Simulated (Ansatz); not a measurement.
# ClH7Si2: the cost of one run

Program: Ansatz 0.2.0. Level of theory: UKS PBE-D4/STO-3G. These are calculated values, not measurements.

**1. The starting structure**

Bond lengths: Si1–H3 1.457 Å, Si1–H4 1.457 Å, Si1–H5 1.475 Å, Si1–Cl7 2.487 Å, Si6–Cl7 2.493 Å, Si6–H8 1.453 Å, Si6–H9 1.479 Å, Si6–H10 1.451 Å. Angles: H3–Si1–H4 127.3°, H3–Si1–H5 104.5°, H3–Si1–Cl7 110.9°, H4–Si1–H5 104.2°, H4–Si1–Cl7 113.6°, H5–Si1–Cl7 87.4°, Si1–Cl7–Si6 86.6°, Cl7–Si6–H8 83.0°, Cl7–Si6–H9 161.3°, Cl7–Si6–H10 84.1°, H8–Si6–H9 104.4°, H8–Si6–H10 122.1°, H9–Si6–H10 105.5°.

Structure file:

```xyz
10

Si   -0.3867    0.7035   -1.5195
H    -0.4198   -0.6778   -0.2517
H     0.4546   -0.2078   -2.2840
H    -1.8378    0.6693   -1.3928
H    -0.1041    2.0331   -2.0910
Si    0.3239   -0.8074    1.4608
Cl    0.7750    1.4661    0.5431
H     1.7740   -0.8716    1.5338
H    -0.1116   -2.2179    1.5583
H    -0.4675   -0.0895    2.4430
```

**2. Run 1**

150 steps of 0.5 fs at constant energy, with velocities drawn for 300 K.

File input.yaml:

```yaml
crystal:
  periodic: [false, false, false]
  atoms:
    - { symbol: Si, position_ang: [-0.3867, 0.7035, -1.5195] }
    - { symbol: H, position_ang: [-0.4198, -0.6778, -0.2517] }
    - { symbol: H, position_ang: [0.4546, -0.2078, -2.284] }
    - { symbol: H, position_ang: [-1.8378, 0.6693, -1.3928] }
    - { symbol: H, position_ang: [-0.1041, 2.0331, -2.091] }
    - { symbol: Si, position_ang: [0.3239, -0.8074, 1.4608] }
    - { symbol: Cl, position_ang: [0.775, 1.4661, 0.5431] }
    - { symbol: H, position_ang: [1.774, -0.8716, 1.5338] }
    - { symbol: H, position_ang: [-0.1116, -2.2179, 1.5583] }
    - { symbol: H, position_ang: [-0.4675, -0.0895, 2.443] }
magnetization:
  spin_polarized: true
basis:
  gaussian: { orbitals: STO-3G }
hamiltonian:
  xc: pbe
  dispersion: d4
md:
  timestep: 0.5
  n_steps: 150
  ensemble: nve
  temperature: 300.0
  initial_velocities: maxwell_boltzmann
  seed: 968934
```

On the command line:

```console
ansatz run input.yaml --threads 1 --pin off --max-ram 2048MiB --backend cpu --events-out ev --progress --plain --runs-dir out
```

Q: Estimate wall time and peak memory on 1 thread of Arm Neoverse V1, shared host.

About 5.5 min, with a peak of 0.11 GiB.
